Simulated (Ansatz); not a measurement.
**FeP₂ (Pnnm, No. 58; cell taken from a computed entry)**

These are LDA in Ansatz (PAW) values and carry that method's errors.

Numerical settings: plane-wave cutoff 520 eV, 8×6×12 k mesh (along the axes of the cell as run), Fermi–Dirac smearing 0.01 eV, no spin polarisation, scalar-relativistic PAW data made under PBE.

Cell (relaxed with PBEsol):

```cif
data_Fe2P4
_chemical_formula_sum 'Fe2 P4'
_space_group_name_H-M_alt 'P 1'
_space_group_IT_number 1
_cell_length_a 4.91879
_cell_length_b 5.58075
_cell_length_c 2.68476
_cell_angle_alpha 90.000
_cell_angle_beta 90.000
_cell_angle_gamma 90.000
loop_
_space_group_symop_operation_xyz
  'x, y, z'
loop_
_atom_site_label
_atom_site_type_symbol
_atom_site_fract_x
_atom_site_fract_y
_atom_site_fract_z
_atom_site_occupancy
Fe1 Fe 0.50000 0.50000 0.50000 1
Fe2 Fe 0.00000 0.00000 0.00000 1
P1 P 0.32856 0.86679 0.50000 1
P2 P 0.67144 0.13321 0.50000 1
P3 P 0.82856 0.63321 0.00000 1
P4 P 0.17144 0.36679 0.00000 1
```

```
Item                                                      Value
-------------------------------------------  ------------------
band gap                                     0.38 eV (indirect)
smallest direct gap on the k points sampled             0.70 eV
direct gap at Γ                                         2.33 eV
```

Measured, for comparison: band gap 0.4 eV (temperature not stated, the source names no phase, not corrected to a static lattice, indirect, transport; upper end of the printed range; as tabulated in Tomczak (2018), arXiv:1802.07220).

Note: cell and atoms aren't relaxed at this level (largest force component 0.09 eV/Å, pressure -3.9 GPa); this cell isn't known to be the ambient phase, and symmetry holds it in the calculation.

Static lattice: no zero-point or thermal effects.

It cost very roughly 50 core-seconds of CPU time.

Ansatz is a quantum-chemistry and plane-wave program.
